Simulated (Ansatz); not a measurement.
Relaxation of C3H7NO (12 atoms, charge 0, multiplicity 1), to a largest force component of 0.02 eV/Å in at most 40 steps.

Level of theory: RKS PBE/6-31G in Ansatz.

```xyz
12
Properties=species:S:1:pos:R:3:forces:R:3
C -0.883 -1.004 0.010 -2.59 2.60 -1.19
C 0.031 0.178 0.282 -0.18 0.51 1.23
N 1.388 -0.301 0.223 2.62 -0.12 1.27
C -0.060 1.286 -0.763 -1.00 -1.88 0.27
O -0.206 2.462 -0.495 0.05 2.38 0.64
H -1.966 -0.582 0.004 1.21 -0.82 0.12
H -0.818 -1.746 0.757 0.21 -1.26 1.10
H -0.712 -1.389 -0.993 0.27 -0.42 -0.31
H -0.170 0.624 1.312 -0.45 -0.02 -0.82
H 2.046 0.471 0.507 -0.31 -0.42 -0.60
H 1.545 -1.005 0.986 -0.18 -0.04 -0.78
H -0.117 0.950 -1.795 0.36 -0.51 -0.93
```

Problem. Where does it end, and by what steps?

Solution. The run converged. Limits of this set-up: no polarisation functions. After 18 steps the energy has fallen by 0.479 eV; O5 moved furthest, 0.52 Å.

```tsv
step	energy less start (eV)	largest force component (eV/Å)	accepted
0	0.0000	2.624	yes
1	-0.1755	2.586	yes
2	-0.3693	1.183	yes
3	-0.4101	0.600	yes
4	-0.4570	0.340	yes
5	-0.4694	0.268	yes
6	-0.4749	0.099	yes
7	-0.4763	0.154	yes
8	-0.4769	0.105	yes
9	-0.4771	0.097	yes
10	-0.4774	0.082	yes
11	-0.4779	0.032	yes
12	-0.4783	0.030	yes
13	-0.4785	0.064	yes
14	-0.4786	0.061	yes
15	-0.4787	0.046	yes
16	-0.4782	0.116	no
17	-0.4787	0.037	no
18	-0.4787	0.010	yes
```

```xyz
12
Properties=species:S:1:pos:R:3
C -0.933 -0.911 0.060
C 0.055 0.242 0.339
N 1.422 -0.263 0.297
C -0.105 1.287 -0.766
O -0.699 2.374 -0.635
H -1.973 -0.548 0.071
H -0.829 -1.691 0.836
H -0.721 -1.367 -0.923
H -0.227 0.730 1.299
H 2.151 0.353 0.649
H 1.556 -1.243 0.533
H 0.380 0.982 -1.726
```

The run took 59 s on 1 CPU thread of a shared host.
